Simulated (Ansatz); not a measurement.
# CH5Si2: the cost of one run

Program: Ansatz 0.2.0. Level of theory: RKS BLYP-D4/def2-SVP. These are calculated values, not measurements.

## Step 1: The system as given

Bond lengths: Si1–C2 1.734 Å, C2–Si3 1.987 Å, Si1–H4 1.449 Å, C2–H5 1.089 Å, Si3–H6 1.461 Å, Si3–H7 1.458 Å, Si3–H8 1.460 Å. Angles: Si1–C2–Si3 130.7°, Si1–C2–H5 115.5°, Si3–C2–H5 113.8°, C2–Si1–H4 177.7°, C2–Si3–H6 104.8°, C2–Si3–H7 104.2°, C2–Si3–H8 105.4°, H6–Si3–H7 114.4°, H6–Si3–H8 112.7°, H7–Si3–H8 114.0°.

As a file:

```xyz
8

Si   -1.3585    0.6844   -1.3815
C     0.1810    0.3107   -0.6777
Si    0.6394   -0.5101    1.0728
H    -2.6710    0.9807   -1.9189
H     1.0469    0.5286   -1.3009
H    -0.0872    0.2844    2.0597
H     2.0899   -0.3915    1.1532
H     0.1595   -1.8871    0.9932
```

## Step 2: End point A

input.yaml

```yaml
crystal:
  periodic: [false, false, false]
  atoms:
    - { symbol: Si, position_ang: [-1.35854, 0.68443, -1.38145] }
    - { symbol: C, position_ang: [0.18103, 0.31068, -0.67767] }
    - { symbol: Si, position_ang: [0.6394, -0.51006, 1.07278] }
    - { symbol: H, position_ang: [-2.67104, 0.98065, -1.91887] }
    - { symbol: H, position_ang: [1.04692, 0.52861, -1.30088] }
    - { symbol: H, position_ang: [-0.08724, 0.28437, 2.0597] }
    - { symbol: H, position_ang: [2.08995, -0.39153, 1.15321] }
    - { symbol: H, position_ang: [0.15952, -1.88714, 0.99318] }
total_charge: 1
basis:
  gaussian: { orbitals: def2-SVP }
hamiltonian:
  xc: blyp
  dispersion: d4
relax:
  f_tol: 0.02
  max_steps: 50
```

The run is started by

```console
ansatz run input.yaml --threads 1 --pin off --max-ram 2048MiB --backend cpu --events-out ev --progress --plain --runs-dir out
```

**Question.** How long does this run take on 1 thread of Arm Neoverse V1, shared host, and how much memory does it need?

About 58 s, with a peak of 0.12 GiB.
